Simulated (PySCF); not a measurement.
Structure problem from calculated spectra and properties.

Formula: C5H11N.

| Property | Result |
| --- | --- |
| 13C NMR | chemical shifts (computed TMS as zero) by class: 149.0 (1 C), 120.8 (1 C), 48.3 (1 C), 41.3 (1 C), 37.8 (1 C) ppm [GIAO PBE0/pcSseg-1] |
| Polarisability | 72.2 au [PBE0/def2-SVPD] |
| Dipole | 0.99 D [PBE0/def2-SVPD] |
| 1H NMR | chemical shifts (computed TMS as zero) by class: 6.14 (1 H), 5.43 (1 H), 5.25 (1 H), 2.86 (2 H), 2.07 (2 H), 1.26 (2 H), 0.46 (2 H) ppm [GIAO PBE0/pcSseg-1] |
| Triplet | lowest triplet excitation (Tamm–Dancoff): 4.46 eV [TDA PBE0/def2-SVPD] |
| UV, first state | lowest singlet excitation: 6.22 eV (199 nm, f = 0.066) [TDDFT PBE0/def2-SVPD] |
| Rotational structure | rotational constants A, B, C: 11.274, 1.419, 1.377 GHz [GFN2-xTB] |
| NMR, other nuclei | isotropic shieldings of nuclei other than C and H, by class: 232 (1 N) ppm [GIAO PBE0/pcSseg-1] |

Gas-phase values; electronic properties from PySCF, density fitting. Levels stand in brackets. NMR shifts are as computed; neighbouring signals can stand in another order in a measured spectrum. Isolated species at its GFN2-xTB geometry (one conformer only). NMR values are class means; diastereotopic atoms form classes of their own.

Question: Propose a structure and show how it fits.

Answer: Numbering: `[CH2:1]=[CH:2][CH2:3][CH2:4][CH2:5][NH2:6]`. Its formula, C5H11N, gives 1 degree of unsaturation: 0 rings and 1 π bond in the structure found. 5 carbons fall into 5 classes; from least to most shielded: alkene CH carbon [C2] (149.0 ppm), terminal =CH2 carbon [C1] (120.8 ppm), sp3 carbon bound to nitrogen [C5] (48.3 ppm), chain CH2 carbon [C4] (41.3 ppm), allylic carbon [C3] (37.8 ppm). Hydrogen classes from least to most shielded: 1 H on an alkene CH carbon, C2 (6.14 ppm), 1 H on a terminal =CH2 carbon, C1 (5.43 ppm), 1 H on a terminal =CH2 carbon, C1 (5.25 ppm), 2 H on an sp3 carbon bound to nitrogen, C5 (2.86 ppm, a mean of values up to 0.6 ppm apart in this geometry), 2 H on an allylic carbon, C3 (2.07 ppm, a mean of values up to 1.0 ppm apart in this geometry), 2 H on a chain CH2 carbon, C4 (1.26 ppm), 2 H on a primary amine nitrogen, N6 (0.46 ppm, a mean of values up to 1.1 ppm apart in this geometry). The other shieldings belong to: 232 ppm, primary amine nitrogen [N6]. The optimised geometry has point group C1 and is an asymmetric top. Structure: `C=CCCCN`. Computed isomers that give other values at the same levels: `NC1CCCC1` (13C chemical shifts (computed TMS as zero) by class: 56.0 (1 C), 42.6 (2 C), 30.7 (2 C) ppm); `CN1CCCC1` (rotational constant A: 6.713 GHz; this holds for the one conformer computed); `CCN1CCC1` (rotational constant A: 8.582 GHz; this holds for the one conformer computed). The assignments are read from this structure; whether some other isomer fits the data as well wasn't checked.

Conformer computed: `[CH2:1]=[CH:2][CH2:3][CH2:4][CH2:5][NH2:6]`: C1–C2–C3–C4 -122°, C2–C3–C4–C5 175°, C3–C4–C5–N6 65°, H–N6–C5–C4 -63°, H–N6–C5–C4 56°.
